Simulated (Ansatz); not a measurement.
Cost and result for the atomization energy of C₃H₈N₂ (`C/N=C/NC`) (13 atoms, 12 bonds).

Z-matrix (Å, degrees):
```
C
N 1 1.436
H 1 1.102 2 113.7
H 1 1.094 2 110.1 3 -121.4
H 1 1.095 2 110.2 3 121.3
C 2 1.266 1 117.4 3 -2.1
N 6 1.360 2 123.0 1 -176.6
H 6 1.100 2 123.3 1 1.5
C 7 1.440 6 120.4 2 -8.6
H 7 1.004 6 116.4 2 -162.4
H 9 1.090 7 109.1 6 175.8
H 9 1.096 7 112.4 6 -62.7
H 9 1.091 7 109.5 6 56.5
```

Charge 0, multiplicity 1. All single points use the PBE0-D4/def2-TZVP geometry. It is one conformer, not always the lowest. Program: Ansatz. All runs use 4 threads of an Intel Xeon Platinum 8375C on a shared host. Times are those of one run each, without the atoms' runs, and a repeat can differ threefold. Electronic energies, without spin–orbit coupling; frozen cores. CCSD(T)/CBS adds CCSD(T) − MP2 in def2-TZVPP to the MP2 limit, and its time is that of the two runs behind it. T1 = 0.012. B3LYP takes the VWN-RPA correlation (the form of Gaussian; ORCA's B3LYP/G). HSE06 is the plane-wave form, built on full-range PBE exchange.

CCSD(T)/CBS is a level of theory with its own doubt, some kJ/mol a heavy atom from the limit and from the frozen cores, so smaller differences don't rank the functionals.

```json
{"level": "BLYP-D4/def2-TZVPP", "functions": "267", "wall time": "2.5 s", "atomization (kcal/mol)": "1213.0", "difference from CCSD(T)/CBS": "13.7", "per bond": "1.1"}
{"level": "PBE-D4/def2-TZVPP (with forces)", "functions": "267", "wall time": "2.8 s", "atomization (kcal/mol)": "1239.5", "difference from CCSD(T)/CBS": "40.2", "per bond": "3.3"}
{"level": "BHLYP-D4/def2-TZVPP", "functions": "267", "wall time": "2.9 s", "atomization (kcal/mol)": "1168.4", "difference from CCSD(T)/CBS": "-30.9", "per bond": "-2.6"}
{"level": "HSE06-D4/def2-TZVPP", "functions": "267", "wall time": "3.2 s", "atomization (kcal/mol)": "1213.0", "difference from CCSD(T)/CBS": "13.7", "per bond": "1.1"}
{"level": "PBE0-D4/def2-TZVPP", "functions": "267", "wall time": "3.3 s", "atomization (kcal/mol)": "1212.0", "difference from CCSD(T)/CBS": "12.7", "per bond": "1.1"}
{"level": "CAM-B3LYP-D4/def2-TZVPP", "functions": "267", "wall time": "4.2 s", "atomization (kcal/mol)": "1213.4", "difference from CCSD(T)/CBS": "14.1", "per bond": "1.2"}
{"level": "r2SCAN-D4/def2-TZVPP (with forces)", "functions": "267", "wall time": "4.7 s", "atomization (kcal/mol)": "1201.8", "difference from CCSD(T)/CBS": "2.5", "per bond": "0.2"}
{"level": "CCSD(T)/def2-SVP", "functions": "110", "wall time": "5.5 s", "atomization (kcal/mol)": "1140.2", "difference from CCSD(T)/CBS": "-59.1", "per bond": "-4.9"}
{"level": "B3LYP-D4/def2-TZVPP (with forces)", "functions": "267", "wall time": "5.5 s", "atomization (kcal/mol)": "1210.4", "difference from CCSD(T)/CBS": "11.1", "per bond": "0.9"}
{"level": "B2PLYP/def2-TZVPP", "functions": "267", "wall time": "6.5 s", "atomization (kcal/mol)": "1193.8", "difference from CCSD(T)/CBS": "-5.5", "per bond": "-0.5"}
{"level": "MP2/def2-QZVPP", "functions": "525", "wall time": "20 s", "atomization (kcal/mol)": "1201.8", "difference from CCSD(T)/CBS": "2.5", "per bond": "0.2"}
{"level": "CCSD(T)/def2-TZVPP", "functions": "267", "wall time": "120 s", "atomization (kcal/mol)": "1166.8", "difference from CCSD(T)/CBS": "-32.5", "per bond": "-2.7"}
{"level": "CCSD(T)/CBS(def2)", "functions": "–", "wall time": "2.3 min", "atomization (kcal/mol)": "1199.3", "difference from CCSD(T)/CBS": "0.0", "per bond": "0.0"}
```

In def2-TZVPP, CCSD(T) changes the Hartree–Fock value by +321.3 kcal/mol (the triples alone add +19.1 kcal/mol) and MP2 by +337.0 kcal/mol; breaking electron pairs costs correlation energy, which Hartree–Fock lacks. From PBE to PBE0 (25 % exact exchange), in def2-TZVPP and without D4, the atomization energy moves by −26.7 kcal/mol: exact exchange takes away binding that semilocal exchange gives to molecules. The D4 term adds +7.9 kcal/mol with B3LYP and +4.2 kcal/mol with PBE0; it sums over pairs of atoms, weighted by their polarisabilities, and B3LYP, whose exchange is more repulsive, gets the larger term.
